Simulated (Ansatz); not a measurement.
# SiN2H4 (SMILES N=[SiH]N): one structure at several levels

One table from this session's results is given with a row withheld; the runs are named, their logs left out.

Method: single points in def2-TZVPP; program: Ansatz 0.2.0, Gaussian basis.

Correlated methods freeze the cores.

## The system as given

SMILES `N=[SiH]N`, 7 atoms, charge 0, spin multiplicity 1.

Atoms are counted from 1 here; the program's logs count them from 0.

Bond lengths: N1–Si2 1.603 Å, N1–H4 0.969 Å, Si2–N3 1.707 Å, Si2–H5 1.357 Å, N3–H6 1.094 Å, N3–H7 0.921 Å. Angles: Si2–N1–H4 124.4°, N1–Si2–N3 114.6°, N1–Si2–H5 141.9°, N3–Si2–H5 103.5°, Si2–N3–H6 122.0°, Si2–N3–H7 122.1°, H6–N3–H7 115.8°.

Coordinates:

```xyz
7
charge 0, multiplicity 1
N    -1.0862   -0.8840   -0.9850
Si   -0.3430    0.3459   -0.2742
N     0.9163   -0.1020    0.7875
H    -1.8076   -0.7913   -1.6253
H    -0.3518    1.7012   -0.2009
H     1.5180    0.6408    1.3201
H     1.1574   -0.9810    0.9178
```

Set-up of the first run:

Input file run/in.yaml:

```yaml
crystal:
  periodic: [false, false, false]
  atoms:
    - {symbol: N, position_ang: [-1.086200, -0.884000, -0.985000]}
    - {symbol: Si, position_ang: [-0.343000, 0.345900, -0.274200]}
    - {symbol: N, position_ang: [0.916300, -0.102000, 0.787500]}
    - {symbol: H, position_ang: [-1.807600, -0.791300, -1.625300]}
    - {symbol: H, position_ang: [-0.351800, 1.701200, -0.200900]}
    - {symbol: H, position_ang: [1.518000, 0.640800, 1.320100]}
    - {symbol: H, position_ang: [1.157400, -0.981000, 0.917800]}
basis:
  gaussian: {orbitals: def2-TZVPP}
correlation: {method: ccsd_t}
output: {forces: true}
```

No record of the launch command was kept for these runs.

Steps of the session up to this table: CCSD(T)/def2-TZVPP; PBE0-D4/def2-TZVPP; wB97M-V/def2-TZVPP; r2SCAN-D4/def2-TZVPP; PBE-D4/def2-TZVPP; B97M-V/def2-TZVPP; revPBE-D4/def2-TZVPP.

One table of the session follows, with a row left open; its other results are not shown here.

```
   method  RMS force component (eV/Å)  angle to CCSD(T) forces (°)  dipole (D)
  CCSD(T)                       2.415                    reference        3.03
  PBE0-D4                           ?                            ?           ?
  wB97M-V                       2.456                          3.7        3.25
r2SCAN-D4                       2.442                          1.9        3.05
   PBE-D4                       2.452                          3.7        2.92
   B97M-V                       2.406                          3.8        2.95
revPBE-D4                       2.433                          4.3        2.90
```

Estimate the missing values for PBE0-D4.

As computed: RMS force component (eV/Å): 2.485; angle to CCSD(T) forces (°): 3.3; dipole (D): 3.16. In the column «RMS force component (eV/Å)» it is the highest.
